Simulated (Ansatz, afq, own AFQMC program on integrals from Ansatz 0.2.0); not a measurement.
Integrals from Ansatz 0.2.0, then the random walk in our own AFQMC program (afq).

```yaml
crystal:
  periodic: [false, false, false]
  atoms:
    - {symbol: V, position_ang: [0.000000, 0.000000, 0.000000]}
    - {symbol: H, position_ang: [0.977798, 0.980911, 1.015549]}
    - {symbol: H, position_ang: [-0.981781, -0.975570, 1.016851]}
    - {symbol: H, position_ang: [-0.976246, 0.977112, -1.020691]}
    - {symbol: H, position_ang: [0.980228, -0.982453, -1.011708]}
basis:
  gaussian: {orbitals: def2-TZVP}
magnetization: {spin_polarized: true, initial_magnetization: 3}
correlation: {method: ccsd_t, electrons: outside_noble_gas, hamiltonian_folder: ham}
```

```sh
$ ansatz run in.yaml --threads 1 --pin off --events-out ev --progress --plain --max-ram 24576MiB --backend cuda --devices 0, --max-vram 18GiB
```

Options of the walk:

```
--method free --trial cisd --walkers 4000 --time-step 0.03 --max-blocks 4000 --target-error 0.00036 --factor-cut 1e-05 --seed 9063 --times 0,0.3,0.6,1.2,1.8,2.4,3.6,4.8,6 --taylor-order 8
```

Times are imaginary, in 1/Eh. The walk had a cap of 104 s.

Log:

```
orbitals 60  electrons 6 3  factors 488 of 587
reference energy -945.00466869 Eh
CCSD correlation -0.16446265 Eh in 23 cycles, weight of the determinant in the CISD state 0.8342
repeat  energy at the last time / Eh  error
    10  -945.182547  0.001537
    20  -945.182664  0.001127
    30  -945.181506  0.000954
time / (1/Eh)  energy / Eh  error  mean overlap
  0.00  -945.169089  0.000043  1.1986
  0.30  -945.174114  0.000052  1.1975
  0.60  -945.176297  0.000058  1.1948
  1.20  -945.178193  0.000079  1.1968
  1.80  -945.179080  0.000094  1.1984
  2.40  -945.179677  0.000143  1.2079
  3.60  -945.180189  0.000235  1.2262
  4.80  -945.180811  0.000376  1.2453
  6.00  -945.181585  0.000847  1.2484
energy -945.181585 +/- 0.000847 Eh
```

The run passed its tests (error under three times the target), which doesn't prove that it has relaxed, ending at its cap on processor time.

Against this walk (error 23.0 meV) on the same determinant: CCSD(T) 88.2 meV higher, CCSDT(Q) 28.5 meV lower (within the noise). The error is statistical, and a free projection of finite length keeps a remainder of its start. None of these is a sure reference here. The projection is still falling at its last time (meV from the last point: 68 ± 3 at 1.80, 52 ± 4 at 2.40, 38 ± 6 at 3.60, 21 ± 10 at 4.80, 0 ± 23 at 6.00), so its energy is a cut-off value, and the gaps above aren't errors of the other methods.

Cautions: remainder of the start not in the error; error above the target (23.0 against 9.8 meV); no relativity below Rb; outer-core shells of the metal frozen; lower spins were not checked; strong correlation (T1 0.063, weight of the determinant 0.83, largest double 0.04); unrestricted determinant slightly spin contaminated (⟨S²⟩ 3.82 against 3.75).

The walk took 110 s on 1 × NVIDIA H100 80GB HBM3 with 2 threads of AMD EPYC 7R13 Processor (Zen 3), on a shared host (the card was shared). The log's last line is the free-projection energy.

CCSDT and higher add their correlation energy to the determinant of the CCSD(T) run, since their own runs factorise the integrals more tightly (a shift of under 2 meV).
